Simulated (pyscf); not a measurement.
PySCF, gas phase, ωB97X-D3(BJ)/def2-SVP geometries.

Q: For H₃Si–PH–SiH₃ + gallane (GaH₃) → H₃Si–P(SiH₃)–GaH₂ + hydrogen (H₂), a four-centre exchange (singlet surface; H–P, Ga–H broken, Ga–P, H–H formed), PBE/def2-TZVP gives ΔE‡ = 43.6 kJ/mol and ΔE = -52.7 kJ/mol (zero: the separated reactants). In which direction and how far do B3LYP-D3(BJ)/def2-TZVP, M06-2X/def2-TZVP, ωB97M-D3(BJ)/def2-TZVP move these?

A: B3LYP-D3(BJ): ΔE‡ = 65.0 kJ/mol, ΔE = -51.4 kJ/mol; M06-2X: ΔE‡ = 63.7 kJ/mol, ΔE = -61.1 kJ/mol; ωB97M-D3(BJ): ΔE‡ = 76.5 kJ/mol, ΔE = -43.9 kJ/mol. PBE's barrier lies under all of them, by 20.1 to 32.9 kJ/mol. Its reaction energy lies among theirs. Low barriers are usual for a GGA, whose delocalisation error favours stretched bonds. On the reactant side the descent ends in a complex (not fully relaxed), 25.0 kJ/mol under the separated species and 77.0 kJ/mol under the saddle at ωB97X-D3(BJ)/def2-TZVP. At the saddle there is also a short Ga–H contact that neither side keeps. At ωB97X-D3(BJ)/def2-TZVP the barrier from the zero used here is 52.0 kJ/mol. One saddle was located; it need not be the lowest between these sides. Elements up to Kr have no core potential and no relativistic terms here.
